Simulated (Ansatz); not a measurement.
Several settings on one geometry of LiH₂⁻ (the lowest singlet isomer of a short search) (that of the charge -1 singlet, PBE0-D4/def2-TZVPD). Ansatz on 4 threads of Arm Neoverse V2 on a shared host; times are rough.

Cartesian coordinates in Å:
```
Li -0.002 0.003 0.000
H 1.482 0.853 -0.027
H -1.480 -0.855 0.027
```

Totals from different functionals, basis sets or treatments of relativity can't be compared as stabilities.

The 6-31G sets use Cartesian d functions. Correlated methods freeze no core orbitals; core or outer-core shells of Li are correlated, in sets that lack core-valence functions.

The spins typed aren't always the lowest for that charge.

(1) Give the basis size and estimate the energy, ⟨S²⟩ and time of these runs.

| run | method | charge | state | further keys |
| --- | --- | --- | --- | --- |
| 1 | UKS CAM-B3LYP-D3(BJ)/def2-mTZVP | -1 | triplet | scf: {lower_state_search: full}; forces asked |
| 2 | RKS PBE-QIDH/def2-TZVP | -1 | singlet | forces asked |
| 3 | RKS ωB97M-V/6-31G* | -1 | singlet | fitting: {mean_field: def2-universal-jkfit}; scf: {omitted_lower_state_checks: [starts]}; forces asked |
| 4 | RKS ωB97X-V/cc-pVDZ | -1 | singlet | scf: {omitted_lower_state_checks: [starts]}; forces asked |

Answers

(1) 
```tsv
run	functions	energy (Eh)	⟨S²⟩	wall time
1	14	-8.5144	2.02	0.55 s
2	26	-8.6553	–	0.25 s
3	19	-8.6603	–	0.35 s
4	24	-8.6780	–	0.4 s
```

The highest occupied level of an anion often lies above zero with these methods, and sets without diffuse functions describe the outer electron poorly.
